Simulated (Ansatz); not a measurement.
AlH₃O₂, singlet: a nudged elastic band.

The input file, in.yaml:

```yaml
crystal:
  periodic: [false, false, false]
  atoms:
    - {symbol: Al, position_ang: [-0.127771, -0.347835, -0.209103]}
    - {symbol: O, position_ang: [1.290641, 0.256003, 0.493956]}
    - {symbol: H, position_ang: [-0.199893, -1.745163, -0.924242]}
    - {symbol: O, position_ang: [-1.526569, 0.595007, -0.137903]}
    - {symbol: H, position_ang: [2.123259, -0.212067, 0.497566]}
    - {symbol: H, position_ang: [-1.559767, 1.454057, 0.279727]}
basis:
  gaussian: {orbitals: def2-SVP}
hamiltonian: {xc: pbe0, dispersion: d4}
neb:
  images: 1
  climbing: true
  max_iterations: 30
  initial_path: idpp
  final_atoms:
    - {symbol: Al, position_ang: [-1.244735, -0.682857, -0.266699]}
    - {symbol: O, position_ang: [0.882556, -0.869110, 0.211366]}
    - {symbol: H, position_ang: [1.504930, -1.223838, -0.431440]}
    - {symbol: O, position_ang: [-0.765072, 0.970348, 0.096889]}
    - {symbol: H, position_ang: [0.995058, 0.097121, 0.258955]}
    - {symbol: H, position_ang: [-1.372837, 1.708334, 0.130928]}
```

Command:

```bash
ansatz run in.yaml --threads 2 --pin off --events-out ev --progress --plain --max-ram 4352MiB
```

What Ansatz 0.2.0 printed:

```
Functional definition: PBE0
  name "PBE0"
  cite "Adamo & Barone, J. Chem. Phys. 110, 6158 (1999) doi:10.1063/1.478522"
  cite "Perdew, Burke & Ernzerhof, Phys. Rev. Lett. 77, 3865 (1996) doi:10.1103/PhysRevLett.77.3865"
  parent pbe
  parameter a = 0.25
  parameter kappa = 0.804
  parameter beta = 0.06672455060314922
  exchange = (1 - a)*pbe_x(kappa = kappa, mu = beta*pi^2/3) + a*exact_x
  correlation = pbe_c(beta = beta)
610 factors; integrals over basis functions are off by at most 3.6e-4 eV
mean field evaluation 1: about -10721.1039 eV, gradient 7.0e1 eV
mean field evaluation 2: about -10704.7197 eV, gradient 1.1e2 eV
mean field evaluation 4: about -10729.6204 eV, gradient 9.8e-1 eV
mean field evaluation 8: about -10729.6209 eV, gradient 3.3e-2 eV
mean field -10729.62091620 eV, -394.3062958719 hartree, gradient 4.6e-5 eV, S^2 0.000000; 0 other end points of the search recorded, 0 dependent functions left out
the calculation of the forces begins
reference -10729.62094241 eV, -394.3062968354 hartree; 16, 16 occupied and 45, 45 virtual orbitals, 610 factors
612 factors; integrals over basis functions are off by at most 7.8e-4 eV
mean field evaluation 16: about -10727.4724 eV, gradient 1.8e1 eV
mean field -10728.16115926 eV, -394.2526507938 hartree, gradient 2.1e-5 eV, S^2 0.000000; 0 other end points of the search recorded, 0 dependent functions left out
the calculation of the forces begins
reference -10728.16118525 eV, -394.2526517491 hartree; 16, 16 occupied and 45, 45 virtual orbitals, 612 factors
WARN: NEB end point (image 0): max|allowed force component| = 2.163e-1 eV/Å (the criterion of neb.relax_end_points is 1.000e-2). That is over neb.f_tol: it is no minimum, so the barrier can be far off. Relax it first
WARN: NEB end point (image 2): max|allowed force component| = 2.558e-1 eV/Å (the criterion of neb.relax_end_points is 1.000e-2). That is over neb.f_tol: it is no minimum, so the barrier can be far off. Relax it first
611 factors; integrals over basis functions are off by at most 4.9e-4 eV
mean field evaluation 32: about -10725.6758 eV, gradient 3.4e0 eV
mean field -10725.72380671 eV, -394.1630797398 hartree, gradient 7.4e-5 eV, S^2 0.000000; 0 other end points of the search recorded, 0 dependent functions left out
the calculation of the forces begins
reference -10725.72383345 eV, -394.1630807225 hartree; 16, 16 occupied and 45, 45 virtual orbitals, 611 factors
NEB iter   1: max|band force component| = 3.007e0 eV/Å  barrier→ = 3.8817 eV  barrier← = 2.4340 eV  Δτ_max = 0.1685 Å  (69 SCF iters)
NEB iter   2: max|band force component| = 1.707e0 eV/Å  barrier→ = 3.0273 eV  barrier← = 1.5795 eV  Δτ_max = 0.1984 Å  (31 SCF iters)
NEB iter   3: max|band force component| = 1.540e0 eV/Å  barrier→ = 2.6608 eV  barrier← = 1.2130 eV  Δτ_max = 0.1962 Å  (28 SCF iters)
NEB iter   4: max|band force component| = 6.504e-1 eV/Å  barrier→ = 2.3632 eV  barrier← = 0.9154 eV  Δτ_max = 0.1959 Å  (29 SCF iters)
NEB iter   5: max|band force component| = 7.174e-1 eV/Å  barrier→ = 2.0457 eV  barrier← = 0.5979 eV  Δτ_max = 0.0355 Å  (29 SCF iters)
NEB iter   6: max|band force component| = 1.801e0 eV/Å  barrier→ = 2.0554 eV  barrier← = 0.6076 eV  CI = image 1  Δτ_max = 0.0984 Å  (24 SCF iters)
NEB iter   7: max|band force component| = 1.933e0 eV/Å  barrier→ = 2.1002 eV  barrier← = 0.6524 eV  CI = image 1  Δτ_max = 0.1912 Å  (27 SCF iters)
NEB iter   8: max|band force component| = 1.776e0 eV/Å  barrier→ = 1.6891 eV  barrier← = 0.2413 eV  CI = image 1  Δτ_max = 0.1926 Å  (28 SCF iters)
NEB iter   9: max|band force component| = 1.751e0 eV/Å  barrier→ = 1.2392 eV  barrier← = -0.2085 eV  CI = image 1  Δτ_max = 0.1936 Å  (26 SCF iters)
NEB iter  10: max|band force component| = 1.431e0 eV/Å  barrier→ = 0.7702 eV  barrier← = -0.6776 eV  CI = image 1  Δτ_max = 0.1973 Å  (26 SCF iters)
NEB iter  11: max|band force component| = 1.727e0 eV/Å  barrier→ = 0.6673 eV  barrier← = -0.7805 eV  CI = image 1  Δτ_max = 0.1998 Å  (26 SCF iters)
NEB iter  12: max|band force component| = 1.898e0 eV/Å  barrier→ = 0.5970 eV  barrier← = -0.8508 eV  CI = image 1  Δτ_max = 0.1919 Å  (27 SCF iters)
NEB iter  13: max|band force component| = 1.615e0 eV/Å  barrier→ = 0.6286 eV  barrier← = -0.8192 eV  CI = image 1  Δτ_max = 0.1992 Å  (26 SCF iters)
NEB iter  14: max|band force component| = 1.323e0 eV/Å  barrier→ = 0.7057 eV  barrier← = -0.7421 eV  CI = image 1  Δτ_max = 0.1981 Å  (25 SCF iters)
NEB iter  15: max|band force component| = 1.597e0 eV/Å  barrier→ = 0.9656 eV  barrier← = -0.4821 eV  CI = image 1  Δτ_max = 0.1985 Å  (28 SCF iters)
NEB iter  16: max|band force component| = 1.805e0 eV/Å  barrier→ = 1.3663 eV  barrier← = -0.0815 eV  CI = image 1  Δτ_max = 0.1975 Å  (29 SCF iters)
NEB iter  17: max|band force component| = 1.984e0 eV/Å  barrier→ = 2.0893 eV  barrier← = 0.6416 eV  CI = image 1  Δτ_max = 0.2000 Å  (30 SCF iters)
NEB iter  18: max|band force component| = 1.764e0 eV/Å  barrier→ = 2.2989 eV  barrier← = 0.8511 eV  CI = image 1  Δτ_max = 0.2000 Å  (29 SCF iters)
NEB iter  19: max|band force component| = 1.760e0 eV/Å  barrier→ = 2.1731 eV  barrier← = 0.7253 eV  CI = image 1  Δτ_max = 0.1989 Å  (29 SCF iters)
NEB iter  20: max|band force component| = 2.040e0 eV/Å  barrier→ = 1.7916 eV  barrier← = 0.3438 eV  CI = image 1  Δτ_max = 0.1951 Å  (28 SCF iters)
NEB iter  21: max|band force component| = 2.043e0 eV/Å  barrier→ = 2.1150 eV  barrier← = 0.6672 eV  CI = image 1  Δτ_max = 0.1988 Å  (27 SCF iters)
NEB iter  22: max|band force component| = 2.818e0 eV/Å  barrier→ = 1.8308 eV  barrier← = 0.3831 eV  CI = image 1  Δτ_max = 0.1922 Å  (29 SCF iters)
NEB iter  23: max|band force component| = 2.938e0 eV/Å  barrier→ = 1.7746 eV  barrier← = 0.3268 eV  CI = image 1  Δτ_max = 0.1936 Å  (29 SCF iters)
NEB iter  24: max|band force component| = 2.785e0 eV/Å  barrier→ = 1.6262 eV  barrier← = 0.1784 eV  CI = image 1  Δτ_max = 0.1945 Å  (29 SCF iters)
NEB iter  25: max|band force component| = 2.512e0 eV/Å  barrier→ = 1.1372 eV  barrier← = -0.3106 eV  CI = image 1  Δτ_max = 0.1928 Å  (26 SCF iters)
NEB iter  26: max|band force component| = 1.395e0 eV/Å  barrier→ = 0.6647 eV  barrier← = -0.7831 eV  CI = image 1  Δτ_max = 0.1876 Å  (26 SCF iters)
NEB iter  27: max|band force component| = 1.260e0 eV/Å  barrier→ = 0.8042 eV  barrier← = -0.6436 eV  CI = image 1  Δτ_max = 0.2000 Å  (28 SCF iters)
NEB iter  28: max|band force component| = 1.817e0 eV/Å  barrier→ = 1.3962 eV  barrier← = -0.0516 eV  CI = image 1  Δτ_max = 0.1885 Å  (29 SCF iters)
NEB iter  29: max|band force component| = 1.956e0 eV/Å  barrier→ = 1.5437 eV  barrier← = 0.0959 eV  CI = image 1  Δτ_max = 0.1857 Å  (29 SCF iters)
NEB iter  30: max|band force component| = 2.077e0 eV/Å  barrier→ = 1.8503 eV  barrier← = 0.4025 eV  CI = image 1  Δτ_max = 0.1954 Å  (29 SCF iters)
Error: NEB band did not converge after 30 iterations: max|band force component| = 2.08e0 eV/Å (threshold 5.0e-2); raise `neb.max_iterations` in a new run, which can start from the last band evaluated (`neb.initial_path`, with `crystal.atoms` and `neb.final_atoms` set to its first and last images), add images, or start from endpoints closer to local minima. Where this run's directory can be resumed (`checkpoint.write`), a resume goes on for up to `neb.max_iterations` more; to start a new run from the last band, take its images' positions from the `neb_iteration` event of iteration 30 (`data.images[].positions_ang`), in the event stream of the run that computed that iteration (not this run's, if it was resumed behind it). With `checkpoint.write`, `steps/00-neb/state/checkpoint.json` in the run directory holds the last saved band, under `neb.evaluated.images[].positions_ang` (a band under a hybrid functional on support functions is neither saved nor resumed: `neb.initial_path` says where its path is): check the last entry of `neb.iterations` there, which is earlier than 30 if that iteration was not saved or its write failed. If the band's step has no `state` directory and holds `state.next`, a write was cut short, and the file is under `state.next` instead (behind a loss of power it can be under `state.prev`)
a run's events are kept only if it was started with --events-out <file>, and are in that file

[the SCF lines of later steps are left out]
```

Hardware: 2 CPU threads of an Intel Xeon Platinum 8259CL, shared host. Wall time about 37 s.


The run did not converge within its limit. One image cannot map a path; it gives at best a single point between the ends.